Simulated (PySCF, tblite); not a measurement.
**Li+ and 2 × water**

A gas-phase complex of Li+ and 2 × water; charge +1, singlet. The structure comes from a short search (6 tight-binding starts) and was relaxed by PBE0-D3(BJ)/def2-SVPD; another way of binding may lie lower. Frequencies by PBE0-D3(BJ)/def2-SVPD show no clear imaginary mode.

Parts: 1 = Li+ ([Li+]), atoms 1, charge +1; 2 = water (O), atoms 2–4; 3 = water (O), atoms 5–7.

Coordinates in Å:
```
Li1     1.068   -1.355   -1.066
O2      0.322   -2.571    0.132
H3     -0.447   -3.134   -0.019
H4      0.629   -2.771    1.025
O5      1.808   -0.154   -2.281
H6      2.482   -0.342   -2.945
H7      1.605    0.785   -2.364
```

Contacts between parts, classed by geometry: Li1···O5 1.862 Å (ion contact); Li1···O2 1.863 Å (ion contact).

Interaction energies are complex less parts, with the parts frozen as they stand in it; counterpoise-corrected, in kcal/mol (PySCF).

(1) Give the interaction energy at each level run.

(2) What holds them together? Decompose the wB97M-D3(BJ)/def2-TZVPD energy: frozen parts, their antisymmetrised product, then relaxation.

(3) Are the pair energies additive?

The parts were also relaxed and run alone, at the levels used for the complex: shieldings by PBE0/pcSseg-2; core levels by delta-SCF with SCAN, pcX-2 on the ionised atom and pcseg-1 elsewhere, spin-free X2C.

Values alone: shielding of Li1 (ppm): 95.2; shielding of O5 (ppm): 328.9; shielding of O2 (ppm): 328.9; O5 1s core level (eV): 539.76.

(4) What does binding change?

(5) What are the binding energy from relaxed parts (wB97M-D3(BJ)/def2-TZVPD), and ΔH and ΔG of association at 298.15 K and 1 atm?

Results:

(1) 
```json
{"level": "wB97M-D3(BJ)/def2-TZVPD", "interaction": "-65.08", "superposition error removed": "-0.12"}
{"level": "PBE0-D3(BJ)/def2-TZVPD", "interaction": "-65.60", "superposition error removed": "-0.11"}
```

(2) electrostatic -61.8, Pauli repulsion +21.0, orbital relaxation -23.2, dispersion correction -1.2 kcal/mol, which sum to the value before the counterpoise correction; the Pauli term holds the exchange-correlation of the frozen density too. Of the attraction, 72 % is electrostatic, 27 % is orbital relaxation, 1 % is dispersion correction.

(3) The pairs sum to -68.62 kcal/mol (1–2 -35.0, 1–3 -35.0, 2–3 1.4); the rest of +3.53 is a many-body weakening.

(4) 
| property | alone | in the complex | change |
| --- | --- | --- | --- |
| shielding of Li1 (ppm) | 95.2 | 91.2 | -4.0 |
| shielding of O5 (ppm) | 328.9 | 325.6 | -3.2 |
| shielding of O2 (ppm) | 328.9 | 325.6 | -3.3 |
| O5 1s core level (eV) | 539.76 | 545.92 | +6.17 |

(5) -65.01 kcal/mol, -60.93 with zero-point energy; ΔH -62.2 and ΔG -47.5 kcal/mol, from harmonic vibrations by PBE0-D3(BJ)/def2-SVPD with low modes damped.
